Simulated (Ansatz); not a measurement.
Basis-set extrapolation for C$_{4}$H$_{6}$OS (`C=C(C)C(O)=S`) (PBE0-D4/def2-TZVP geometry, frozen core, Ansatz). Multiplicity 1, RHF reference.

```csv
,def2-TZVPP,def2-QZVPP
HF,-627.439266,-627.460604
MP2 correlation,-1.061279,-1.137312
CCSD(T) correlation,-1.153435,not run
```

Energies in hartree. Use E(X) = E(∞) + A·exp(−7.88·√X) for Hartree–Fock and E(X) = E(∞) + B·X^(−2.97) for correlation, with X = 3 and 4, and add CCSD(T) minus MP2 of the smaller set to the MP2 limit.

Task: What is the CCSD(T) energy at the basis-set limit?

Result: HF limit: -627.460604 + (-0.021338) × 0.13774 = -627.46354. MP2 limit: -1.137312 + (-0.076033) × 0.74074 = -1.19363. Higher-order term: -1.153435 − (-1.061279) = -0.09216. Total: -628.74933 hartree, 411.2 kJ/mol below CCSD(T)/def2-TZVPP.
